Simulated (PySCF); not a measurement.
# How the method moves the adiabatic energies of losing or gaining an electron of phenyl

Structure: `[c]1ccccc1` (C6H5•). The parent is a doublet.

All levels share the PBE0-D3(BJ)/ma-def2-SVP structures and the GFN2-xTB thermal terms; only the single-point energies (PySCF) change. Values are adiabatic energies of losing or gaining an electron (0 K, eV).

```jsonl
{"level": "PBE0-D3(BJ)/cc-pVDZ", "ionisation energy to the singlet cation": "8.25", "ionisation energy to the triplet cation": "8.97", "abs. error": "0.02", "time": "100 s"}
{"level": "PBE0-D3(BJ)/ma-def2-TZVP", "ionisation energy to the singlet cation": "8.25", "ionisation energy to the triplet cation": "9.04", "abs. error": "0.02", "time": "–"}
{"level": "PBE0-D3(BJ)/6-31G", "ionisation energy to the singlet cation": "8.34", "ionisation energy to the triplet cation": "8.93", "abs. error": "0.06", "time": "44 s"}
{"level": "PBE0-D3(BJ)/def2-SVP", "ionisation energy to the singlet cation": "8.37", "ionisation energy to the triplet cation": "9.08", "abs. error": "0.10", "time": "93 s"}
{"level": "PBE0-D3(BJ)/def2-SV(P)", "ionisation energy to the singlet cation": "8.40", "ionisation energy to the triplet cation": "9.09", "abs. error": "0.13", "time": "76 s"}
{"level": "ATcT 1.112", "ionisation energy to the singlet cation": "8.27", "ionisation energy to the triplet cation": "n/a", "abs. error": "", "time": ""}
```

Times are wall times for all single points of a level on 1 thread of Arm Neoverse N1, a shared host; the dash marks the run that also made the structures.

The widest spread is that of ionisation energy to the triplet cation: 0.16 eV, from 8.93 to 9.09.

Bases without diffuse functions serve anions poorly.
